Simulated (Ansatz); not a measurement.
Geometry optimisation, RKS PBE0-D4/def2-SVP (Ansatz).

Input file:

```yaml
crystal:
  periodic: [false, false, false]
  atoms:
    - { symbol: Si, position_ang: [-0.57899, 0.194305, -1.065594] }
    - { symbol: F, position_ang: [0.955509, -0.39767, -0.86841] }
    - { symbol: H, position_ang: [-1.328486, -0.787177, -1.894737] }
    - { symbol: H, position_ang: [-1.258629, 0.430978, 0.228516] }
    - { symbol: H, position_ang: [-0.424758, 1.484517, -1.799368] }
    - { symbol: H, position_ang: [1.354894, -0.9783, 1.194905] }
    - { symbol: S, position_ang: [0.461212, -0.621834, 2.147798] }
    - { symbol: H, position_ang: [0.819249, 0.675181, 2.05699] }
basis:
  gaussian: { orbitals: def2-SVP }
hamiltonian:
  xc: pbe0
  dispersion: d4
relax:
  f_tol: 0.03
  max_steps: 50
```

Launched with:

```bash
$ ansatz run input.yaml --threads 2 --pin off --max-ram 3072MiB --backend cpu --events-out ev --progress --plain --runs-dir out
```

Question: Where does it end, and by what steps?

Answer: It converged. The force dipped under the threshold on the way, but the program's further checks kept it going. After 19 steps the energy has fallen by 0.179 eV; H5 moved furthest, 0.92 Å.

| step | energy less start (eV) | largest force component (eV/Å) | accepted |
| --- | --- | --- | --- |
| 0 | 0.0000 | 0.640 | yes |
| 1 | -0.0814 | 0.418 | yes |
| 2 | -0.1206 | 0.284 | yes |
| 3 | -0.1252 | 0.211 | yes |
| 4 | -0.1285 | 0.197 | yes |
| 5 | -0.1328 | 0.058 | yes |
| 6 | -0.1342 | 0.030 | yes |
| 7 | -0.1307 | 0.468 | no |
| 8 | -0.1326 | 0.161 | no |
| 9 | -0.1362 | 0.024 | yes |
| 10 | -0.1390 | 0.145 | yes |
| 11 | -0.1411 | 0.196 | yes |
| 12 | -0.1455 | 0.172 | yes |
| 13 | -0.1504 | 0.270 | yes |
| 14 | -0.1604 | 0.229 | yes |
| 15 | -0.1707 | 0.212 | yes |
| 16 | -0.1726 | 0.224 | yes |
| 17 | -0.1783 | 0.028 | yes |
| 18 | -0.1786 | 0.031 | yes |
| 19 | -0.1787 | 0.002 | yes |

```xyz
8
Properties=species:S:1:pos:R:3
Si -0.540 0.348 -1.125
F 1.080 0.214 -0.950
H -1.148 -1.007 -1.064
H -1.068 1.241 -0.060
H -0.777 0.959 -2.464
H 1.366 -0.834 1.064
S 0.479 -1.084 2.050
H 0.608 0.163 2.549
```

Run time: 10 s on 2 threads of AMD EPYC 9R45 96-Core Processor (Zen 5), on a shared host, peak memory 0.16 GiB.
